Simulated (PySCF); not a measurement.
Point-charge models of N-methylhydroxylamine, `CNO` against its computed dipole.

Coordinates (PBE0-D3(BJ)/def2-SVP, Å) and charges (e) from the PBE0/pcSseg-1 density (PySCF):

```json
{"atom": "C1", "x": "-0.532", "y": "0.007", "z": "0.632", "Mulliken": "-0.1253", "IAO": "-0.2994", "Hirshfeld": "-0.0814", "ESP-fitted": "+0.0670"}
{"atom": "N2", "x": "-0.003", "y": "0.138", "z": "-0.705", "Mulliken": "-0.2488", "IAO": "-0.2478", "Hirshfeld": "-0.1133", "ESP-fitted": "-0.5857"}
{"atom": "O3", "x": "1.352", "y": "-0.257", "z": "-0.695", "Mulliken": "-0.3744", "IAO": "-0.4837", "Hirshfeld": "-0.1982", "ESP-fitted": "-0.4399"}
{"atom": "H4", "x": "0.087", "y": "0.499", "z": "1.408", "Mulliken": "+0.1001", "IAO": "+0.1184", "Hirshfeld": "+0.0308", "ESP-fitted": "+0.0459"}
{"atom": "H5", "x": "-1.541", "y": "0.447", "z": "0.648", "Mulliken": "+0.1072", "IAO": "+0.1441", "Hirshfeld": "+0.0484", "ESP-fitted": "+0.0372"}
{"atom": "H6", "x": "-0.623", "y": "-1.058", "z": "0.893", "Mulliken": "+0.1133", "IAO": "+0.1451", "Hirshfeld": "+0.0402", "ESP-fitted": "+0.0718"}
{"atom": "H7", "x": "0.025", "y": "1.128", "z": "-0.949", "Mulliken": "+0.1825", "IAO": "+0.2533", "Hirshfeld": "+0.1101", "ESP-fitted": "+0.3858"}
{"atom": "H8", "x": "1.374", "y": "-0.992", "z": "-1.316", "Mulliken": "+0.2455", "IAO": "+0.3701", "Hirshfeld": "+0.1634", "ESP-fitted": "+0.4180"}
```

What dipole does each set of charges give (1 e·Å = 4.803 D), and what does the density give?

The full density gives (-0.68, 0.09, -0.02) D, 0.68 D in size; dipole vectors point from the negative to the positive end.

```json
{"scheme": "Mulliken", "μx": "-1.56", "μy": "0.01", "μz": "0.82", "size (D)": "1.76", "share of the full size (%)": "257", "angle to the full dipole (°)": "31"}
{"scheme": "IAO", "μx": "-1.35", "μy": "-0.11", "μz": "-0.08", "size (D)": "1.36", "share of the full size (%)": "198", "angle to the full dipole (°)": "13"}
{"scheme": "Hirshfeld", "μx": "-0.45", "μy": "-0.04", "μz": "-0.21", "size (D)": "0.50", "share of the full size (%)": "73", "angle to the full dipole (°)": "26"}
{"scheme": "ESP-fitted", "μx": "-0.69", "μy": "0.08", "μz": "-0.01", "size (D)": "0.69", "share of the full size (%)": "101", "angle to the full dipole (°)": "1"}
```

Which set comes closest?

Length of the difference vector: ESP-fitted 0.02 D, Hirshfeld 0.32 D, IAO 0.71 D, Mulliken 1.22 D. Closest: ESP-fitted. 

What is left for the Hirshfeld atoms' own dipoles?

The shares of the density sum to the whole, so what Σ q r misses lies in dipoles about the nuclei. The atomic dipoles sum to (-0.68, 0.09, -0.02) − (-0.45, -0.04, -0.21) = (-0.23, 0.13, 0.19) D, 0.32 D in size.

With the origin at the mean of the coordinates, (0.017, -0.011, -0.010) Å, which are the largest single terms, by size, of the Mulliken dipole along the direction of the full one?

O3 +2.40, H8 -1.69, H5 +0.82, C1 -0.32, H6 +0.25 D; all 8 atoms together +1.52 D. The single terms depend on the origin, their sum doesn't.

Give the size of the full dipole in other units.

0.68 D = 0.269 au = 0.143 e·Å = 2.28 × 10⁻³⁰ C·m.

One conformer (not necessarily the lowest) at the PBE0-D3(BJ)/def2-SVP geometry, without solvent, vibrations or thermal averaging.

The values belong to the conformer `[CH3:1][NH:2][OH:3]`: H–O3–N2–C1 120°.
